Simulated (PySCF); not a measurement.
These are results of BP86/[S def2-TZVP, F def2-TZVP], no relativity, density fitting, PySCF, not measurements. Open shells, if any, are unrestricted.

Question: What spin state, shape and geometry does isolated SF2 take (every ligand bound to S)?

Answer: Counting electrons, sulfur keeps 4 of its valence electrons outside its bonds, so the VSEPR class is AX2E2 and the expected shape is bent (C2v), as computed. The lowest minimum found is a singlet of C2v symmetry with S–F 1.622 Å (×2); F–S–F 99.5°. Its harmonic wavenumbers are 321 (a1), 765 (b2), 791 (a1) cm⁻¹ and its dipole moment is 1.07 D.
